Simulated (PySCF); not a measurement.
Stepwise substitution at one centre (Si SH-H). All species are isolated molecules in the gas phase. One relaxed conformer stands for each flexible species; it need not be the lowest. Strings in code marks are SMILES.

The HOMO from two functionals at the same geometries (PBE0-D3(BJ)/def2-TZVP), both in PySCF: PBE-D3(BJ)/def2-TZVP and PBE0-D3(BJ)/def2-TZVP. 

```csv
species,PBE-D3(BJ)/def2-TZVP (eV),PBE0-D3(BJ)/def2-TZVP (eV)
0 of 4 SH replaced by H (`S[Si](S)(S)S`),-6.39,-7.61
1 of 4 SH replaced by H,-6.36,-7.59
"2 of 4 SH replaced by H (`S[SiH2]S` (H–S–Si–S torsion 56°, S–Si–S–H torsion 56°))",-6.27,-7.48
3 of 4 SH replaced by H,-6.28,-7.51
4 of 4 SH replaced by H (`[SiH4]`),-8.51,-9.86
```

Over these rows, drawn at random from the members with no instability flagged (it was tested for open shells, ions and some series alone), PBE minus PBE0-D3(BJ): mean +1.25 eV, from +1.21 eV to +1.35 eV.
